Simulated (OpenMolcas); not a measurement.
**doublet [BN2H5]−: levels of theory compared**

Wanted: a comparison of 6 runs (UHF/STO-3G, U-revPBE/6-311+G**, UB3LYP/6-311+G**, UBHLYP/6-311+G**, UBLYP/6-311+G**, USVWN5/6-311+G**) of doublet [BN2H5]−. 

The calculation is run with OpenMolcas 26.06.

1 further run of the same task is left out (it didn't finish).

### Step 1. The molecule

The species is [BN2H5]− (8 atoms), meant as a doublet with charge -1. As SMILES of the parent species, `NBN`. The coordinates come from a PBE0-D4/def2-TZVP relaxation. That shape belongs to the parent species and isn't relaxed for this state.

Bond lengths: N1–B2 1.409 Å, B2–N3 1.409 Å, N1–H4 1.005 Å, N1–H5 1.002 Å, B2–H6 1.200 Å, N3–H7 1.003 Å, N3–H8 1.005 Å. Angles: N1–B2–N3 122.9°, N1–B2–H6 118.5°, N3–B2–H6 118.5°, B2–N1–H4 124.5°, B2–N1–H5 121.9°, B2–N3–H7 121.9°, B2–N3–H8 124.5°, H4–N1–H5 113.6°, H7–N3–H8 113.6°.

### Step 2. A single-point energy at UHF/STO-3G (run 1)

File calc.input:

```
* BH5N2 Hartree-Fock
&GATEWAY
BasLib
$CurrDir
BasisSet
N.STO-3G....
N1 -0.971000 0.516500 -0.581100 angstrom
N3 0.848200 -0.845200 0.401400 angstrom
End of Basis
BasisSet
B.STO-3G....
B2 0.194200 0.386600 0.200500 angstrom
End of Basis
BasisSet
H.STO-3G....
H4 -1.426800 -0.244500 -1.053400 angstrom
H5 -1.423900 1.400900 -0.713700 angstrom
H6 0.649700 1.368600 0.718000 angstrom
H7 1.676700 -0.919800 0.960900 angstrom
H8 0.545000 -1.720300 0.011600 angstrom
End of Basis
&SEWARD
&SCF
UHF
Charge
-1
Spin
2
Thresholds
1e-10 1e-07 1e-07 1e-05
PrOrbitals
1 1
```

The basis set STO-3G is read from a file made from the Basis Set Exchange's data (not shown).

Command:

```
export MOLCAS_MEM=1860
pymolcas calc.input > calc.log
```

Output:

```text
--- Start Module: gateway ---
[...]
--- Stop Module: gateway /rc=_RC_ALL_IS_WELL_ ---
--- Start Module: seward ---
[...]
      Basis functions           20
--- Stop Module: seward /rc=_RC_ALL_IS_WELL_ ---
--- Start Module: scf ---
[...]
       Convergence after  15 Iterations
[...]
::    Total SCF energy                               -134.4746055701
[...]
      Total spin, S                                     0.5037980407
[...]
      Total electronic charge=   25.000000
      Total            charge=   -1.000000
[...]
      Dipole Moment (debye):
      Origin of the operator (angstrom)=    0.0100   -0.0105   -0.0088
                   X= -9.3328E-01               Y= -2.0116E+00               Z= -1.0596E+00           Total=  2.4577E+00
      Center of Charge (angstrom)
[...]
--- Stop Module: scf /rc=_RC_ALL_IS_WELL_ ---
[...]
```

Run time: 1.6 s. Hardware: 1 thread of Arm Neoverse V2, shared host; peak memory 0.37 GiB.

### Step 3. A single-point energy at U-revPBE/6-311+G(d,p) (run 2)

File job.inp:

```
&gateway
baslib
$CurrDir
basisset
N.6-311pGss....
N1 -0.971000 0.516500 -0.581100 angstrom
N3 0.848200 -0.845200 0.401400 angstrom
End of Basis
basisset
B.6-311pGss....
B2 0.194200 0.386600 0.200500 angstrom
End of Basis
basisset
H.6-311pGss....
H4 -1.426800 -0.244500 -1.053400 angstrom
H5 -1.423900 1.400900 -0.713700 angstrom
H6 0.649700 1.368600 0.718000 angstrom
H7 1.676700 -0.919800 0.960900 angstrom
H8 0.545000 -1.720300 0.011600 angstrom
End of Basis
&seward
gridinput
Grid=UltraFine
End of Grid
&scf
uhf
charge
-1
spin
2
ksdft
revPBE
thresholds
1e-10 1e-07 1e-07 1e-05
prorbitals
1 2
```

The basis set 6-311+G** is read from a file made from the Basis Set Exchange's data (not shown).

Command:

```
export MOLCAS_MEM=1860
pymolcas job.inp > job.log
```

Output:

```text
--- Start Module: gateway ---
[...]
--- Stop Module: gateway /rc=_RC_ALL_IS_WELL_ ---
--- Start Module: seward ---
[...]
      Basis functions           96
--- Stop Module: seward /rc=_RC_ALL_IS_WELL_ ---
[...]
--- Start Module: scf ---
[...]
       Convergence after  21 Iterations
[...]
::    Total KS-DFT energy                            -137.4118725208
[...]
      Total spin, S                                     0.5000353352
[...]
      Total electronic charge=   25.000000
      Total            charge=   -1.000000
[...]
      Dipole Moment (debye):
      Origin of the operator (angstrom)=    0.0100   -0.0105   -0.0088
                   X=  1.5260E+00               Y=  3.2907E+00               Z=  1.7333E+00           Total=  4.0202E+00
      Center of Charge (angstrom)
[...]
--- Stop Module: scf /rc=_RC_ALL_IS_WELL_ ---
[...]
```

It took 56 s on 1 thread of Arm Neoverse V2, shared host; peak memory 0.53 GiB.

Run 3 isn't shown in full; the table further down has it.

### Step 4. A single-point energy at UBHLYP/6-311+G(d,p) (run 4)

File geom.xyz:

```xyz
8

N     -0.971000     0.516500    -0.581100
B      0.194200     0.386600     0.200500
N      0.848200    -0.845200     0.401400
H     -1.426800    -0.244500    -1.053400
H     -1.423900     1.400900    -0.713700
H      0.649700     1.368600     0.718000
H      1.676700    -0.919800     0.960900
H      0.545000    -1.720300     0.011600
```

File test.inp:

```
&gateway
 baslib=$CurrDir
 coord=geom.xyz
 basis=6-311pGss
 group=NoSym

&seward
 gridinput
 Grid=UltraFine
 End of Grid

&scf
 uhf
 charge=-1
 spin=2
 ksdft=HYB_GGA_XC_BHANDHLYP
 thresholds=1e-10 1e-07 1e-07 1e-05
 prorbitals=1 1
```

The basis set 6-311+G** is read from a file made from the Basis Set Exchange's data (not shown).

Command:

```
export MOLCAS_MEM=1860
pymolcas test.inp > test.log
```

Output:

```text
--- Start Module: gateway ---
[...]
--- Stop Module: gateway /rc=_RC_ALL_IS_WELL_ ---
--- Start Module: seward ---
[...]
      Basis functions           96
--- Stop Module: seward /rc=_RC_ALL_IS_WELL_ ---
[...]
--- Start Module: scf ---
[...]
       Convergence after  20 Iterations
[...]
::    Total KS-DFT energy                            -137.3704106569
[...]
      Total spin, S                                     0.5000642333
[...]
      Total electronic charge=   25.000000
      Total            charge=   -1.000000
[...]
      Dipole Moment (debye):
      Origin of the operator (angstrom)=    0.0100   -0.0105   -0.0088
                   X=  1.5299E+00               Y=  3.2987E+00               Z=  1.7376E+00           Total=  4.0300E+00
      Center of Charge (angstrom)
[...]
--- Stop Module: scf /rc=_RC_ALL_IS_WELL_ ---
[...]
```

Run time: 54 s. Hardware: 1 thread of Arm Neoverse V2, shared host; peak memory 0.53 GiB.

Run 5 isn't shown in full; the table further down has it.

### Step 5. The energy at USVWN5/6-311+G(d,p) (run 6)

File run.inp:

```
* BH5N2 Kohn-Sham DFT
>>> EXPORT MOLCAS_PRINT=2
&GATEWAY
BasLib
$CurrDir
Coord
8
angstrom
N       -0.971000       0.516500      -0.581100
B        0.194200       0.386600       0.200500
N        0.848200      -0.845200       0.401400
H       -1.426800      -0.244500      -1.053400
H       -1.423900       1.400900      -0.713700
H        0.649700       1.368600       0.718000
H        1.676700      -0.919800       0.960900
H        0.545000      -1.720300       0.011600
Basis
6-311pGss
Group
NoSym
&SEWARD
GridInput
Grid=UltraFine
End of Grid
&SCF
UHF
Charge
-1
Spin
2
KSDFT
SVWN5
Thresholds
1e-10 1e-07 1e-07 1e-05
PrOrbitals
0
```

The basis set 6-311+G** is read from a file made from the Basis Set Exchange's data (not shown).

Command:

```
export MOLCAS_MEM=1860
pymolcas run.inp > run.log
```

Output:

```text
--- Start Module: gateway ---
[...]
--- Stop Module: gateway /rc=_RC_ALL_IS_WELL_ ---
--- Start Module: seward ---
[...]
      Basis functions           96
--- Stop Module: seward /rc=_RC_ALL_IS_WELL_ ---
[...]
--- Start Module: scf ---
[...]
       Convergence after  22 Iterations
[...]
::    Total KS-DFT energy                            -136.2533636832
[...]
      Total spin, S                                     0.5001097197
[...]
      Total electronic charge=   25.000000
      Total            charge=   -1.000000
[...]
      Dipole Moment (debye):
      Origin of the operator (angstrom)=    0.0100   -0.0105   -0.0088
                   X=  1.2405E+00               Y=  2.6749E+00               Z=  1.4090E+00           Total=  3.2680E+00
      Center of Charge (angstrom)
[...]
--- Stop Module: scf /rc=_RC_ALL_IS_WELL_ ---
[...]
```

Wall time 37 s (1 thread of Arm Neoverse V2, shared host); peak memory 0.53 GiB.

### Step 6. The series

| run | level | integration grid | energy (Eh) | HOMO energy (eV) | LUMO energy (eV) | ⟨S²⟩ | wall time |
| --- | --- | --- | --- | --- | --- | --- | --- |
| 1 | UHF/STO-3G | – | -134.474606 | 8.67 | 23.42 | 0.758 | 1.6 s |
| 2 | U-revPBE/6-311+G** | UltraFine | -137.411873 | 2.34 | 2.74 | 0.750 | 56 s |
| 3 | UB3LYP/6-311+G** | UltraFine | -137.467430 | 2.13 | 3.02 | 0.750 | 54 s |
| 4 | UBHLYP/6-311+G** | UltraFine | -137.370411 | 1.90 | 3.58 | 0.750 | 54 s |
| 5 | UBLYP/6-311+G** | UltraFine | -137.400810 | 2.49 | 2.83 | 0.750 | 56 s |
| 6 | USVWN5/6-311+G** | UltraFine | -136.253364 | 2.28 | 2.63 | 0.750 | 37 s |

### Step 7. What came out

| quantity | value |
| --- | --- |
| run 6: total energy | -136.25336 Eh |
| run 6: HOMO energy (highest over α and β) | 2.28 eV |
| run 6: LUMO energy (lowest over α and β) | 2.63 eV |
| run 6: ⟨S²⟩ | 0.750 |

Totals of different functionals can't be ranked against each other. In runs 1, 2, 3, 4, 5, 6 the HOMO lies above zero, so the outermost electron may be held by the basis alone. In run 1 the basis is minimal, so the values are rough. All runs together took 4.3 min, the longest 56 s.
